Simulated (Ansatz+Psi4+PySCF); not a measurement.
Values are calculated unless marked as measured or tabulated.
Input for PySCF 2.14.0:

```python
from pyscf import gto, scf, mp

mol = gto.M(atom="""
Li 0.000000 0.000000 0.000000
O 0.000000 0.673990 1.647460
O 0.000000 -0.666420 1.628950
""", basis={'Li': 'cc-pcvtz', 'O': 'cc-pvtz'}, charge=0, spin=1)
mf = scf.UHF(mol)
mf.kernel()
pt = mp.MP2(mf, frozen=2).run()
print(mf.e_tot, pt.e_corr, pt.e_tot)
```

The script is written out from the run's settings.

Output:

```yaml
Converged: yes
Reference_energy: -157.15925 hartree
Correlation_energy: -0.51102 hartree
Total_energy: -157.67027 hartree
Spin_squared_of_the_determinant: 0.787
```

Messages of the program:
```
WARN: HOMO -0.306082562783505 >= LUMO -0.306082562783505
WARN: HOMO -0.306082562783505 >= LUMO -0.306082562783505
```
